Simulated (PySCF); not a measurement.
Si(H)3(Me) cation (CH6Si), SMILES C[SiH3] (connectivity only; charge and spin as stated), charge +1, multiplicity 2.

Geometry optimised at B3LYP-D3(BJ)/def2-TZVP. The spin state was assumed, not searched. The isomer is the one that the SMILES or the coordinates give; other isomers of the formula were not compared.

Method: PySCF with ωB97X/def2-TZVPD.

Gas-phase values at a fixed geometry.

Computed frontier levels, dipole moment and polarisability:
```json
{
  "α spin, highest occupied and lowest empty level": "-17.71 and -4.44 eV",
  "β spin, highest occupied and lowest empty level": "-18.72 and -8.85 eV",
  "dipole_moment_about_the_centre_of_nuclear_charge": "0.62 D",
  "mean_static_polarisability": "37.1 bohr³ (5.50 Å³)",
  "polarisability_principal_values": "33.9, 33.9, 43.5 bohr³",
  "⟨S²⟩": "0.754 (pure state 0.75)"
}
```
